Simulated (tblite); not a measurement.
Start geometry of `[H]/[C]=C\C1(C)CC1` [radical] from a force field or distance geometry (Å):
```
atom  x, y, z in Å
C1     2.0633   -0.6451    0.8934
C2     1.2917   -0.6432   -0.1712
C3     0.0086    0.0412   -0.1334
C4     0.0373    1.5436   -0.3672
C5    -1.0840   -0.5166    0.7730
C6    -1.1820   -0.7175   -0.7200
H7     2.6717   -0.6329    1.7598
H8     1.6445   -1.1058   -1.0774
H9     0.5113    1.7656   -1.3200
H10    0.6071    2.0292    0.4375
H11   -0.9695    1.9719   -0.3643
H12   -1.7806    0.1734    1.2323
H13   -0.8646   -1.3787    1.3907
H14   -1.9351   -0.1654   -1.2588
H15   -1.0242   -1.7118   -1.0965
```

Task: What comes out of this run: GFN2-xTB geometry optimisation, gas phase in tblite?

Result: 
```
atom  x, y, z in Å
C1     1.9028   -1.4095    0.5132
C2     1.4796   -0.2810    0.0474
C3     0.0522    0.1836   -0.0828
C4    -0.0868    1.5680   -0.6711
C5    -0.9338   -0.2536    0.9679
C6    -0.9996   -0.8444   -0.4055
H7     1.5294   -2.3163    0.9269
H8     2.1946    0.4551   -0.3062
H9     0.3433    1.6046   -1.6714
H10    0.4222    2.3023   -0.0477
H11   -1.1360    1.8471   -0.7401
H12   -1.7027    0.4447    1.2641
H13   -0.5733   -0.8734    1.7747
H14   -1.8129   -0.5516   -1.0529
H15   -0.6834   -1.8678   -0.5383
```

The energy falls by 7.8 kcal/mol over 152 L-BFGS steps, the largest force on an atom goes from 3.28 to 0.010 eV/Å, and the atoms move by 0.869 Å rms after alignment. The bond that changes most is C2–C3 (ends: carbon bonded to 2 C and H; carbon bonded to 4 C), which lengthens by 0.052 Å. Bonds longer at the end by more than 0.005 Å: 3 of 15; shorter: 7. Among the angles that change most is C2–C1–H7, from 178.9° to 140.3°. Among the dihedrals that turn most is C1–C2–C3–C5, from -67° to 34°. Rotational constants go from 5318, 3228, 2613 to 5280, 3431, 2525 MHz. The orientation of the end geometry is arbitrary; only internal coordinates are fixed.

Its GFN2-xTB frequencies are all real (lowest 62 cm⁻¹). 2 starts were optimised and ended at 0.00 and 0.47 kcal/mol (GFN2-xTB); the lowest of these is shown.

One conformer stands for the species.

All values are computed, not measured.
